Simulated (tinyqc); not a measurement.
Ways to converge the cycle: SCF convergence aids in the sto-6g basis, for H2O, spin multiplicity 1. Computed by the program tinyqc with PySCF. Command: `OMP_NUM_THREADS=1 python tinyqc.py 111630 111631 out.jsonl`; one thread of a shared host (Intel(R) Xeon(R) Processor @ 2.60GHz), about 0.9 s.

Geometry (angstrom):

| atom | x | y | z |
|---|---|---|---|
| O | 0.0000 | 0.0000 | 0.0000 |
| H | 0.0000 | 0.8970 | 0.8550 |
| H | 0.0000 | -0.8970 | 0.8550 |

lowest restricted solution found by these runs and by PySCF = -75.591253 hartree

RHF with one setting changed at a time; a run stops when the energy changes by less than 1e-09 hartree and the error matrix is below 1e-5. The start is the core Hamiltonian. Damping d keeps d of the old density; a shift (hartree) raises the virtual levels; DIIS n extrapolates F over n matrices.

Largest element of the error matrix X^T (FDS - SDF) X:

| iteration | plain | damping 0.3 | damping 0.6 | shift 0.4 | DIIS 3 | DIIS 8 |
|---|---|---|---|---|---|---|
| 1 | 4.1e-01 | 4.1e-01 | 4.1e-01 | 4.1e-01 | 4.1e-01 | 4.1e-01 |
| 2 | 4.4e-01 | 1.4e-01 | 2.3e-01 | 1.3e-01 | 4.4e-01 | 4.4e-01 |
| 3 | 2.0e-01 | 7.8e-02 | 1.6e-01 | 2.3e-02 | 7.8e-02 | 7.8e-02 |
| 4 | 6.6e-02 | 4.1e-02 | 1.1e-01 | 9.1e-03 | 1.3e-02 | 1.3e-02 |
| 5 | 2.8e-02 | 2.3e-02 | 7.3e-02 | 3.8e-03 | 4.4e-03 | 3.9e-03 |
| 6 | 9.6e-03 | 1.2e-02 | 5.1e-02 | 1.6e-03 | 1.2e-03 | 1.0e-03 |
| 8 | 1.6e-03 | 3.8e-03 | 2.5e-02 | 3.4e-04 | 8.6e-07 | 4.6e-08 |
| 10 | 3.4e-04 | 1.3e-03 | 1.3e-02 | 9.0e-05 | - | - |
| 14 | 2.3e-05 | 2.9e-04 | 4.1e-03 | 1.9e-05 | - | - |
| 20 | - | 2.9e-05 | 7.9e-04 | - | - | - |
| 30 | - | - | 9.6e-05 | - | - | - |

How each run ends:

| run | iterations | E (hartree) | state |
|---|---|---|---|
| plain | 16 | -75.591253 | lowest found |
| damping 0.3 | 23 | -75.591253 | lowest found |
| damping 0.6 | 43 | -75.591253 | lowest found |
| shift 0.4 | 16 | -75.591253 | lowest found |
| DIIS 3 | 8 | -75.591253 | lowest found |
| DIIS 8 | 9 | -75.591253 | lowest found |

6 of 6 runs reach the lowest restricted solution found, in 8 to 43 iterations (fastest: DIIS 3). Plain steps already contract here, so damping only slows them. DIIS 3 and DIIS 8 gain by cancelling the error over several earlier matrices, much as a quasi-Newton step does.
